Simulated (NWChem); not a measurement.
# triplet CHNO: levels of theory compared

Aim: a comparison of 4 runs (U-wB97X/def2-TZVPP, UB2PLYP/def2-TZVPP, UCAM-B3LYP/def2-TZVPP, UM06-2X/def2-TZVPP) of triplet CHNO. 

The calculation is run with NWChem 7.3.0.

## Step 1: Starting point

CHNO: 4 atoms, total charge 0, spin state triplet. As SMILES of the parent species, `N=C=O`. Geometry: relaxed at PBE0-D4/def2-TZVP. That shape belongs to the parent species and isn't relaxed for this state.

Bond lengths: N1–C2 1.208 Å, C2–O3 1.161 Å, N1–H4 1.004 Å. Angles: N1–C2–O3 173.0°, C2–N1–H4 125.4°.

## Step 2: The energy at U-wB97X/def2-TZVPP (run 1)

File mymol.nw:

```
echo
start mymol
title "CHNO"
memory total 2200 mb
geometry units angstrom noautosym nocenter noautoz
  N        0.505000      -0.390800      -0.422600
  C       -0.462300       0.160800       0.046400
  O       -1.461800       0.645200       0.383400
  H        1.419000      -0.415200      -0.007200
end
basis spherical bse
  * library def2-TZVPP
end
dft
  xc wb97x
  mult 3
  grid fine
  convergence energy 1e-08
  maxiter 100
  mulliken
  print low
end
task dft energy
```

Started as:

```console
nwchem mymol.nw > mymol.out
```

Log:

```text
[...]
 d= 0,ls=0.0,diis     1   -168.3940659699 -2.28D+02  9.18D-03  2.00D-01     6.4
[...]
 d= 0,ls=0.0,diis    16   -168.4775073755 -4.38D-09  2.28D-06  3.12D-10   103.5
[...]
         Total DFT energy =     -168.477507375507
      One electron energy =     -346.353693749915
           Coulomb energy =      139.667336257081
    Exchange-Corr. energy =      -21.271748260388
 Nuclear repulsion energy =       59.480598377715
[...]
      Total Density - Mulliken Population Analysis
     ---------------------------------------------
    Atom       Charge   Shell Charges
 -----------   ------   -------------------------------------------------------
    1 N    7     7.12   0.82  1.15  0.58  0.82  0.26  1.52  1.41  0.52  0.01  0.03  0.00
    2 C    6     5.88   0.86  1.11  0.56  0.31  0.08  1.40  1.15  0.25  0.05  0.08  0.03
    3 O    8     8.17   0.79  1.18  0.62  0.91  0.35  1.88  1.74  0.67  0.01  0.03  0.00
    4 H    1     0.83   0.27  0.44  0.06  0.02  0.03  0.00
[...]
      <S2> =      2.0233 (Exact =     2.0000)
[...]
```

It took 1.7 min on 1 thread of Intel Xeon Platinum 8488C (Sapphire Rapids), shared host; peak memory 0.11 GiB.

## Step 3: The energy at UB2PLYP/def2-TZVPP (run 2)

File struct.nw:

```
echo
start struct
title "CHNO B2PLYP"
memory total 2200 mb
geometry noautosym nocenter noautoz
N        0.505000      -0.390800      -0.422600
C       -0.462300       0.160800       0.046400
O       -1.461800       0.645200       0.383400
H        1.419000      -0.415200      -0.007200
end
basis "ao basis" spherical bse
* library def2-TZVPP
end
dft
xc hfexch 0.53 becke88 0.47 lyp 0.73 mp2 0.27
dftmp2 semidirect
mult 3
grid fine
convergence energy 1e-08
maxiter 100
mulliken
end
mp2
freeze core 3
end
task dft energy
```

Started as:

```console
nwchem struct.nw > struct.out
```

Log:

```text
[...]
          Wavefunction type:  spin polarized.
          No. of atoms     :     4
          No. of electrons :    22
[...]
          Charge           :     0
          Spin multiplicity:     3
[...]
          AO basis - number of functions:   107
[...]
              XC Information
              --------------
                     Hartree-Fock (Exact) Exchange  0.530
                    Becke 1988 Exchange Functional  0.470
              Lee-Yang-Parr Correlation Functional  0.730
[...]
 d= 0,ls=0.0,diis     1   -168.1514514391 -2.28D+02  1.01D-02  1.51D-01     3.2
[...]
 d= 0,ls=0.0,diis    14   -168.2299701154 -8.70D-09  5.58D-06  1.31D-09    41.2
[...]
         Total DFT energy =     -168.229970115391
      One electron energy =     -346.262981740230
           Coulomb energy =      139.579924741113
    Exchange-Corr. energy =      -21.027511493988
 Nuclear repulsion energy =       59.480598377715
[...]
      Total Density - Mulliken Population Analysis
     ---------------------------------------------
    Atom       Charge   Shell Charges
 -----------   ------   -------------------------------------------------------
    1 N    7     7.12   0.82  1.15  0.58  0.84  0.22  1.50  1.44  0.52  0.01  0.04  0.00
    2 C    6     5.87   0.86  1.12  0.55  0.33  0.08  1.38  1.14  0.26  0.05  0.08  0.03
    3 O    8     8.18   0.79  1.18  0.61  0.93  0.33  1.86  1.78  0.67  0.01  0.03  0.00
    4 H    1     0.83   0.27  0.43  0.08  0.02  0.03  0.00
[...]
      <S2> =      2.0457 (Exact =     2.0000)
[...]
  Basis functions       =    107
[...]
```

Run time: 47 s. Hardware: 1 thread of Intel Xeon Platinum 8488C (Sapphire Rapids), shared host; peak memory 0.29 GiB.

## Step 4: The energy at UCAM-B3LYP/def2-TZVPP (run 3)

File run.py:

```python
from ase import Atoms
from ase.calculators.nwchem import NWChem

atoms = Atoms('NCOH', positions=[
    [0.505000, -0.390800, -0.422600],
    [-0.462300, 0.160800, 0.046400],
    [-1.461800, 0.645200, 0.383400],
    [1.419000, -0.415200, -0.007200],
])

calc = NWChem(
    label='chno',
    theory='dft',
    memory='2200 mb',
    basis='def2-TZVPP',
    basispar='spherical bse',
    dft={'xc': 'xcamb88 1.00 lyp 0.81 vwn_5 0.19 hfexch 1.00', 'cam': '0.33 cam_alpha 0.19 cam_beta 0.46', 'mult': '3', 'grid': 'fine', 'convergence': 'energy 1e-08', 'direct': None, 'iterations': '100', 'mulliken': None},
    task='energy',
)
atoms.calc = calc

print("Total energy (eV):", round(atoms.get_potential_energy(), 6))
```

Started as:

```console
export ASE_NWCHEM_COMMAND="nwchem PREFIX.nwi > PREFIX.nwo"
python run.py
```

Log:

```text
Total energy (eV): -4584.085761
```

The calculator wrote chno.nwi:

```
title "chno"

permanent_dir chno

scratch_dir chno

start chno

geometry units angstrom nocenter noautosym noautoz
  N  5.0500000000000000e-01 -3.9079999999999998e-01 -4.2259999999999998e-01
  C  -4.6229999999999999e-01 1.6080000000000000e-01 4.6399999999999997e-02
  O  -1.4618000000000000e+00 6.4520000000000000e-01 3.8340000000000002e-01
  H  1.4190000000000000e+00 -4.1520000000000001e-01 -7.1999999999999998e-03
end

memory 2200 mb

basis spherical bse noprint
   * library def2-TZVPP
end

dft
  xc xcamb88 1.00 lyp 0.81 vwn_5 0.19 hfexch 1.00
  cam 0.33 cam_alpha 0.19 cam_beta 0.46
  mult 3
  grid fine
  convergence energy 1e-08
  direct
  iterations 100
  mulliken
end

task dft energy
```

chno.nwo:

```text
Northwest Computational Chemistry Package (NWChem) 7.3.0
             --------------------------------------------------------

           Job information
           ---------------

    nwchem branch   = 7.3.0
    use scalapack   = T
    input           = chno.nwi
    prefix          = chno.
    data base       = chno/chno.db
    status          = startup
    nproc           =        1

           Memory information
           ------------------

    heap     =     72089598 doubles =      550.0 Mbytes
    stack    =     72089595 doubles =      550.0 Mbytes
    global   =    144179200 doubles =     1100.0 Mbytes (distinct from heap & stack)
    total    =    288358393 doubles =     2200.0 Mbytes
    verify   = yes
    hardfail = no

[... 94 lines left out ...]
  convergence criterion.
[... 18 lines left out ...]
          Convergence on gradient requested:  5.00D-04
[... 32 lines left out ...]
          Convergence aids based upon iterative change in
[... 28 lines left out ...]
 1-e energy   =    -344.999955
[... 51 lines left out ...]
         Total DFT energy =     -168.462045871402
[... 2 lines left out ...]
    Exchange-Corr. energy =      -21.245938295978
[... 763 lines left out ...]
                     DFT Final Beta Molecular Orbital Analysis
[... 852 lines left out ...]
 center of mass
 --------------
 x =  -0.89759998 y =   0.27940737 z =   0.03358402

 moments of inertia (a.u.)
 ------------------
          47.156548767782          58.261014341541          42.343980028512
          58.261014341541         133.934644745966         -22.314983064747
          42.343980028512         -22.314983064747         146.349705371458

     Multipole analysis of the density
     ---------------------------------

     L   x y z        total         alpha         beta         nuclear
     -   - - -        -----         -----         ----         -------
     0   0 0 0     -0.000000    -12.000000    -10.000000     22.000000

     1   1 0 0      0.670790      9.666072      8.983949    -17.979231
[... 8 lines of this table left out ...]
     2   0 0 2    -13.363028    -12.410323     -9.662779      8.710074

 Task  times  cpu:      102.8s     wall:      102.8s
 Total times  cpu:      102.8s     wall:      102.8s
```

Wall time 1.7 min (1 thread of Intel Xeon Platinum 8488C (Sapphire Rapids), shared host); peak memory 0.11 GiB.

## Step 5: A single-point energy at UM06-2X/def2-TZVPP (run 4)

File nw.nw:

```
start nw
title "CHNO"
memory 2200 mb

geometry units angstrom noautosym nocenter noautoz
 N     0.505000   -0.390800   -0.422600
 C    -0.462300    0.160800    0.046400
 O    -1.461800    0.645200    0.383400
 H     1.419000   -0.415200   -0.007200
end

basis spherical bse
 N library def2-TZVPP
 C library def2-TZVPP
 O library def2-TZVPP
 H library def2-TZVPP
end

dft
 xc m06-2x
 mult 3
 grid fine
 convergence energy 1e-08
 maxiter 100
 mulliken
end

task dft energy
```

Started as:

```console
nwchem nw.nw > nw.out
```

Log:

```text
[...]
          Wavefunction type:  spin polarized.
          No. of atoms     :     4
          No. of electrons :    22
[...]
          Charge           :     0
          Spin multiplicity:     3
[...]
          AO basis - number of functions:   107
[...]
              XC Information
              --------------
                       M06-2X Method XC Functional
                     Hartree-Fock (Exact) Exchange  0.540
                        M06-2X Exchange Functional  1.000
                      M06-2X Correlation Potential  1.000
[...]
 d= 0,ls=0.0,diis     1   -168.3762354137 -2.28D+02  9.90D-03  1.52D-01     2.3
[...]
 d= 0,ls=0.0,diis    15   -168.4512161324 -4.04D-09  1.30D-06  2.63D-10    31.2
[...]
         Total DFT energy =     -168.451216132365
      One electron energy =     -346.217342877873
           Coulomb energy =      139.514776684612
    Exchange-Corr. energy =      -21.229248316820
 Nuclear repulsion energy =       59.480598377715
[...]
      Total Density - Mulliken Population Analysis
     ---------------------------------------------
    Atom       Charge   Shell Charges
 -----------   ------   -------------------------------------------------------
    1 N    7     7.07   0.82  1.15  0.59  0.80  0.27  1.51  1.39  0.50  0.01  0.03  0.00
    2 C    6     5.99   0.86  1.12  0.54  0.40  0.08  1.38  1.19  0.25  0.05  0.11  0.03
    3 O    8     8.11   0.79  1.18  0.62  0.89  0.34  1.86  1.75  0.65  0.01  0.03  0.00
    4 H    1     0.83   0.27  0.43  0.07  0.01  0.03  0.00
[...]
      <S2> =      2.0210 (Exact =     2.0000)
[...]
```

It took 32 s on 1 thread of Intel Xeon Platinum 8488C (Sapphire Rapids), shared host; peak memory 0.12 GiB.

## Step 6: Overview of the runs

```
run                  level  frozen core orbitals  energy (Eh)   ⟨S²⟩  wall time
  1     U-wB97X/def2-TZVPP                     –  -168.477507  2.023    1.7 min
  2     UB2PLYP/def2-TZVPP                     3  -168.403023  2.046       47 s
  3  UCAM-B3LYP/def2-TZVPP                     –  -168.462046  2.023    1.7 min
  4     UM06-2X/def2-TZVPP                     –  -168.451216  2.021       32 s
```

## Step 7: Results

| quantity | value |
| --- | --- |
| run 4: total energy | -168.45122 Eh |
| run 4: dipole moment | 1.88 D |
| run 4: HOMO energy (highest over α and β) | -3.78 eV |
| run 4: ⟨S²⟩ | 2.021 |

What this shows: Over runs 2, 3, 4 the dipole moment (its size) runs from 1.76 D (UCAM-B3LYP/def2-TZVPP) to 1.88 D (UM06-2X/def2-TZVPP). Totals of different functionals can't be ranked against each other. All runs together took 4.8 min, the longest 1.7 min.
